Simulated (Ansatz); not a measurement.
# Worked example: correlation energy of BS⁺, triplet

Geometry: a point of a stretch scan, not a stationary point.

```yaml
atoms:
  - { symbol: B, position_ang: [0.0000, 0.0000, 0.0000] }
  - { symbol: S, position_ang: [0.0000, 0.0000, 2.3380] }
```

Basis 6-31G; Ansatz 0.2.0. Correlated methods freeze the noble-gas cores, which leaves 8 electrons in 16 orbitals. Prefix R: restricted or restricted open-shell reference.

Full CI is exact within this basis and frozen core; it isn't the basis-set limit.

Runs differ by some tens of microhartree through their thresholds and, for an open shell, their frozen cores, so steps under 0.03 kcal/mol mean nothing.

```json
{"level": "RHF", "total energy (hartree)": "-421.722986"}
{"level": "RMP2", "total energy (hartree)": "-421.779840"}
{"level": "RCCSD", "total energy (hartree)": "-421.814016"}
{"level": "RCCSD(T)", "total energy (hartree)": "-421.815689"}
{"level": "RCCSDT", "total energy (hartree)": "-421.816203"}
{"level": "RCCSDT(Q)", "total energy (hartree)": "-421.816227"}
{"level": "RCCSDTQ", "total energy (hartree)": "-421.816238"}
{"level": "full CI", "total energy (hartree)": "-421.816237"}
```

Task: What is the correlation energy at full CI, and what share of it do RMP2 and RCCSD(T) recover?

Result: E(corr) = -421.816237 − (-421.722986) = -0.093251 hartree = -2.537 eV. RMP2: -0.056854 / -0.093251 = 60.97 %. RCCSD(T): -0.092703 / -0.093251 = 99.41 %.

Task: By how many kcal/mol does RCCSD(T) miss full CI (1 hartree = 627.509 kcal/mol), and which steps make up the rest?

Result: -421.815689 − (-421.816237) = 0.000548 hartree = 0.34 kcal/mol. Steps: RCCSDT − RCCSD(T) = -0.32, RCCSDT(Q) − RCCSDT = -0.02, RCCSDTQ − RCCSDT(Q) = -0.01, full CI − RCCSDTQ = 0.00 kcal/mol. That is within 1 kcal/mol of the reference in this basis, which itself misses far more of the correlation at the basis-set limit.
